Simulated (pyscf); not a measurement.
Thermochemistry of product channels of H₃C–O• (SMILES C[O]) on the doublet surface, in kcal/mol, from CCSD(T)/def2-TZVPP + ΔMP2(QZVPP) energies (ideal gas, 1 atm, RRHO with modes under 100 cm⁻¹ raised to 100, one conformer, R ln 2 for rigid chiral ones). Structures and frequencies: ωB97X-D3(BJ)/def2-SVP in PySCF. Correlated levels are frozen-core, on RHF or UHF. ΔMP2 is the change of the MP2 total energy from the triple- to the quadruple-zeta basis.

```tsv
products	ΔE	ΔH(298 K)	ΔG(298 K)	ΔG(900 K)
•H₂C–OH (SMILES [CH2]O)	-9.5	-8.8	-9.0	[?]
H₂C=O (SMILES C=O) + H• (SMILES [H])	[?]	+21.0	+14.1	-0.7
CH₂ (SMILES [CH2]) [triplet] + OH• (SMILES [OH])	[?]	+96.1	+86.3	+65.2
CH₃• (SMILES [CH3]) + O (SMILES [O]) [triplet]	+90.5	+87.5	+79.5	+62.3
```

What belongs in the gaps?


- •H₂C–OH (SMILES [CH2]O), ΔG(900 K): -9.9
- H₂C=O (SMILES C=O) + H• (SMILES [H]), ΔE: +25.8
- CH₂ (SMILES [CH2]) [triplet] + OH• (SMILES [OH]), ΔE: +101.0

The channel to H₂C=O + H• turns favourable between 298 and 1200 K (ΔG from +14.1 kcal/mol to -8.4 kcal/mol).

These are energies of the channels, which say nothing of barriers. The CCSD(T) − MP2 part came from Ansatz, without density fitting, on the same reference. Left out: orbital degeneracy and the spin-orbit lowering of OH, O. The orbital near-degeneracy of the XH₃O or XH₃S radical is left out.
